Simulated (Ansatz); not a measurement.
A ladder of methods for CF+ (SMILES [C+]F)

CF+ has 2 atoms, charge +1, and is taken as a singlet. SMILES: `[C+]F`. The shape is that of a PBE0-D4/def2-TZVP optimisation. The run starts from this shape.

```jsonl
{"atom": "C", "x (Å)": "0.4923", "y (Å)": "-0.1608", "z (Å)": "0.2532"}
{"atom": "F", "x (Å)": "-0.4923", "y (Å)": "0.1608", "z (Å)": "-0.2532"}
```

Each level gives the adiabatic ionisation energy (to the doublet dication, no zero-point term) (eV). The values are calculated.

| level | kind | program | value (eV) | less CCSD(T)/def2-TZVP | CPU time (all runs) |
| --- | --- | --- | --- | --- | --- |
| SVWN5/def2-TZVP | LDA | Ansatz | 25.73 | -0.09 | 1.4 s |
| PBE-D3(BJ)/def2-TZVP | GGA | Ansatz | 25.59 | -0.23 | 2.4 s |
| r2SCAN/def2-TZVP | meta-GGA | Ansatz | 25.51 | -0.31 | 3.8 s |
| B3LYP-D4/def2-TZVP | global hybrid | Ansatz | 25.90 | +0.08 | 2.7 s |
| wB97X-V/def2-TZVP | range-separated hybrid | Ansatz | 25.89 | +0.07 | 6.3 s |
| CCSD(T)/def2-TZVP | coupled cluster or CI | Ansatz | 25.82 | 0.00 | 50 s |

CCSD(T)/def2-TZVP is the highest level here, not the true value. The values span 25.51 to 25.90 eV. Times are those of the runs behind each value, whatever else they computed, on shared processors of several kinds: orders of magnitude only.
